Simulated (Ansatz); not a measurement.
# AlClH: the cost of one run

Program: Ansatz 0.2.0, Gaussian basis. Level of theory: def2-QZVPP, core rule «outside noble gas», up to 10 orbitals frozen. These are calculated values, not measurements.

Plan: UHF; ROHF; CCSD(T) on UHF.

## 1. The system

The geometry is a PBE0/def2-TZVP stationary point (not a proven minimum) of the parent state, kept for this charge and spin.

3 atoms, charge 0, spin multiplicity 2.

Atoms are counted from 1 here; the program's logs count them from 0.

Bond lengths: Al1–Cl2 2.197 Å, Al1–H3 1.817 Å. Angles: Cl2–Al1–H3 63.0°.

## 2. UHF

File in.yaml:

```yaml
crystal:
  periodic: [false, false, false]
  atoms:
    - {symbol: Al, position_ang: [0.000000, -0.050236, 1.239922]}
    - {symbol: Cl, position_ang: [0.000000, -0.006816, -0.956330]}
    - {symbol: H, position_ang: [0.000000, 1.584516, 0.446218]}
basis:
  gaussian: {orbitals: "def2-QZVPP.json"}
magnetization: {spin_polarized: true, initial_magnetization: 1}
hamiltonian: {xc: hf}
output: {orbitals: {seedname: orbitals}}
```

The run is started by

```
ansatz run in.yaml --threads 1 --pin off --events-out ev --progress --plain --max-ram 2393MiB
```

What time and memory should one allow on 1 thread of Arm Neoverse V1, shared host?

About 7 s, with a peak of 0.32 GiB.
